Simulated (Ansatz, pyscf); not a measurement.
H₃C–CH₂–AlH₂ → H₃C–AlH–CH₃, a concerted two-bond exchange on the singlet surface: C–C, Al–H broken, Al–C, C–H formed. Optimised with ωB97X-D3(BJ)/def2-SVP in PySCF. Wave-function energies: Ansatz (a first-principles code), frozen core, RHF or UHF references. In kcal/mol, from the reactant's lowest minimum found.

```
level                 barrier  reaction energy
--------------------  -------  ---------------
M06-2X/def2-TZVP        73.89           -15.90
r²SCAN/def2-TZVP        68.50           -15.82
CCSD(T)/cc-pV(D+d)Z     73.83           -11.31
CCSDT(Q)/cc-pV(D+d)Z    72.87           -11.39
CCSD(T)/cc-pV(T+d)Z     73.59           -14.51
CCSD(T)/cc-pV(Q+d)Z     73.81           -14.82
```

In cc-pV(D+d)Z, going from CCSD(T) to CCSDT(Q) shifts the barrier by -0.96 and the reaction energy by -0.07 kcal/mol. With HF in the quadruple-zeta basis and the correlation energy extrapolated as X⁻³ from X = 3, 4, CCSD(T) gives 74.09 and -15.06; adding the double-zeta shift gives ΔE‡ = 73.14 and ΔE = -15.14 kcal/mol, without core correlation, relativity or geometry relaxation at these levels. The same reactants have a lower exit, to H₂C=CH₂ + AlH₃ (highest point, the separated products, at +32.26 kcal/mol at ωB97M-D3(BJ)/def2-TZVP, against +73.86 kcal/mol here). This is the saddle that the search found; another between the same sides may lie lower. The largest closed-shell T1 diagnostic is 0.034, which may signal static correlation.
